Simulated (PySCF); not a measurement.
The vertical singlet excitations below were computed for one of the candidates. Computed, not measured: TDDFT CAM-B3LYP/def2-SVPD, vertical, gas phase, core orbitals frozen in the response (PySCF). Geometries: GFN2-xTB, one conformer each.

```json
{"state": "S1", "E (eV)": "6.25", "f": "0.0050"}
{"state": "S2", "E (eV)": "7.00", "f": "0.013"}
{"state": "S3", "E (eV)": "7.28", "f": "0.059"}
{"state": "S4", "E (eV)": "7.44", "f": "0.044"}
{"state": "S5", "E (eV)": "8.07", "f": "0.025"}
{"state": "S6", "E (eV)": "8.11", "f": "0.0017"}
{"state": "S7", "E (eV)": "8.33", "f": "0.0074"}
{"state": "S8", "E (eV)": "8.62", "f": "0.010"}
```

Triplets computed (Tamm–Dancoff): 6.01, 6.86, 7.12 eV.

Orbital energies (eV): HOMO-3 -11.59, HOMO-2 -10.04, HOMO-1 -9.59, HOMO -7.92, LUMO 1.57, LUMO+1 1.97, LUMO+2 2.08.

Question: Which structure fits? All have the formula C4H9N.
A. `CC1CNC1`
B. `[H]/N=C\CCC`
C. `C=CN(C)C`
D. `CNC1CC1`
E. `CC/C=N\C`

Answer: D. Its S1, at 6.25 eV, is the highest among the candidates; the nearest of the others has S1 at 5.98 eV. S1 is HOMO→LUMO (80%), HOMO→LUMO+2 (9%). Löwdin shares by element: HOMO nitrogen 56%, carbon 24% or more (atoms not listed hold the other 20%); LUMO carbon 36% or more, hydrogen 19% or more (atoms not listed hold the other 44%). At the same level the other candidates give, for their lowest levels:
- `CC1CNC1`: 5.98 eV (f 0.000); 6.77 eV (f 0.016); 6.98 eV (f 0.001); 7.27 eV (f 0.008); 8.08 eV (f 0.015); T1 5.71 eV; HOMO -7.77, LUMO 1.44 eV
- `C=CN(C)C`: 5.45 eV (f 0.059); 6.13 eV (f 0.181); 6.26 eV (f 0.059); 6.47 eV (f 0.096); 7.13 eV (f 0.011); T1 4.04 eV; HOMO -6.95, LUMO 1.31 eV
- `[H]/N=C\CCC`: 5.24 eV (f 0.002); 7.28 eV (f 0.027); 7.74 eV (f 0.037); 8.16 eV (f 0.099); 8.37 eV (f 0.067); T1 4.45 eV; HOMO -8.75, LUMO 1.06 eV
- `CC/C=N\C`: 4.83 eV (f 0.001); 6.69 eV (f 0.016); 7.52 eV (f 0.005); 7.64 eV (f 0.063); 7.75 eV (f 0.210); T1 4.06 eV; HOMO -8.22, LUMO 1.13 eV

Conformer computed: `[CH3:1][NH:2][CH:3]1[CH2:4][CH2:5]1`: C1–N2–C3–C4 -90°.
